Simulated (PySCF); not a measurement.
**LiH₂⁻ at several levels of theory**

All levels use the PBE0 minimum (singlet; Li–H 1.732 Å (×2); H–Li–H 180.0°), basis [Li def2-TZVPD, H def2-TZVPD], no relativity, density fitting, no spin–orbit coupling, PySCF. For vertical energies the ionised species is a doublet (spins chosen at PBE0 and kept). Open shells are unrestricted, also as the reference of the correlated levels. A dash marks a value that was not computed or is not defined at that level.

| level | vertical detachment energy (eV) | −ε(HOMO) (eV) | gap (eV) |
| --- | --- | --- | --- |
| PBE0 | 2.74 | 0.79 | 4.29 |
| CCSD(T) | ? | – | – |
| HF | 2.31 | 3.45 | 7.84 |
| PBE | 2.55 | -0.24 | 2.92 |
| r2SCAN | 2.57 | -0.06 | 3.63 |
| B3LYP | 2.78 | 0.65 | 4.02 |
| TPSSh | ? | ? | ? |
| MP2 | 2.97 | – | – |
| LDA | 2.61 | -0.17 | 2.94 |
| TPSS | 2.58 | -0.11 | 3.16 |

Fill in the row of CCSD(T).

vertical detachment energy (eV) 2.94.

Fill in the row of TPSSh.

vertical detachment energy (eV) 2.65, −ε(HOMO) (eV) 0.30, gap (eV) 3.69.

For LiH₂⁻ itself CCSD(T) correlates 6 electrons; T1 = 0.010, D1 = 0.020, (T) = -1 kJ/mol.

The highest occupied level lies above zero at PBE, r2SCAN, LDA, TPSS, a mark of self-interaction error.

Spin contamination in at least one species weakens the values at: HF, MP2.

The lowest empty level of this anion is unbound, so it and the gap depend on the basis.
